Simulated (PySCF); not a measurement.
Cost of one run: shielding job, `CC(F)=C1C=C1`.

Method: GIAO PBE0/pcSseg-1 NMR shielding, non-relativistic, gas phase (PySCF 2.14.0, density-fitted response routines). Geometry: GFN2-xTB, MD frame at 250 fs, 400 K. Work: shieldings, ring-centre shieldings, density fitting. The command runs a driver script over a list of jobs; the input below is this job's line of settings and its coordinates in Å.

Command:
```bash
OMP_NUM_THREADS=1 python probes_run.py task.json out
```

Input:
```
{"job": {"kind": "nmr", "xc": "PBE0", "basis": "pcSseg-1", "pop": false}, "charge": 0, "multiplicity": 1}
C     -2.080700    -0.515800     0.511300
C     -0.869300    -1.113600    -0.032400
F     -1.078000    -2.343600    -0.632200
C      0.316400    -0.652500     0.099200
C      1.732200    -0.822200    -0.126300
C      1.317200     0.378800     0.235200
H     -2.888700    -0.347100    -0.204100
H     -2.397200    -1.176600     1.261000
H     -1.771200     0.503500     1.018600
H      2.741600    -1.213100    -0.266100
H      1.442500     1.353700     0.568100
```

Hardware: one thread of an Arm Neoverse N1, on a shared host. PySCF's memory limit was set to 1200 MB.

The basis has 127 functions.

Problem. What wall time should be expected on this hardware?

Solution. About 12 s. The SCF took 14 cycles.

Problem. How much memory does it need at the peak?

Solution. About 0.60 GiB. Peak memory is the resident size of the whole Python process, interpreter and libraries included.

Problem. At this speed, how long would 5000 such jobs take on 64 cores, one job a core?

Solution. 5000/64 gives 79 rounds of 12 s, about 16 min of wall time and 17 core-hours, if the jobs don't slow each other.

The SCF part of the output:
```
coarse grid: 9616 points
cycle   1  E = -292.7792343320  dE =  1.083e+00  |g| = 4.719e-01  |ddm| = 3.069e+00
cycle   2  E = -292.7702610165  dE =  8.973e-03  |g| = 5.799e-01  |ddm| = 1.165e+00
cycle   3  E = -292.8255032928  dE = -5.524e-02  |g| = 7.069e-02  |ddm| = 6.528e-01
cycle   4  E = -292.8262218681  dE = -7.186e-04  |g| = 3.168e-02  |ddm| = 9.056e-02
cycle   5  E = -292.8264299184  dE = -2.081e-04  |g| = 7.023e-03  |ddm| = 3.658e-02
cycle   6  E = -292.8264387781  dE = -8.860e-06  |g| = 3.196e-03  |ddm| = 8.159e-03
cycle   7  E = -292.8264410034  dE = -2.225e-06  |g| = 8.497e-04  |ddm| = 3.067e-03
final grid: 94504 points
cycle   8  E = -292.8697613211  dE = -2.601e-05  |g| = 6.816e-03  |ddm| = 3.072e-02
cycle   9  E = -292.8697554557  dE =  5.865e-06  |g| = 9.138e-03  |ddm| = 1.555e-02
cycle  10  E = -292.8697720600  dE = -1.660e-05  |g| = 1.202e-03  |ddm| = 8.761e-03
cycle  11  E = -292.8697723259  dE = -2.659e-07  |g| = 1.894e-04  |ddm| = 1.125e-03
cycle  12  E = -292.8697723304  dE = -4.499e-09  |g| = 1.328e-04  |ddm| = 2.941e-04
cycle  13  E = -292.8697723344  dE = -4.076e-09  |g| = 2.014e-05  |ddm| = 1.236e-04
cycle  14  E = -292.8697723345  dE = -8.481e-11  |g| = 6.767e-06  |ddm| = 2.449e-05
converged SCF energy = -292.8697723345
```

On the final grid dE counts from the start density on that grid.

Times come from a shared host and carry two figures at best.
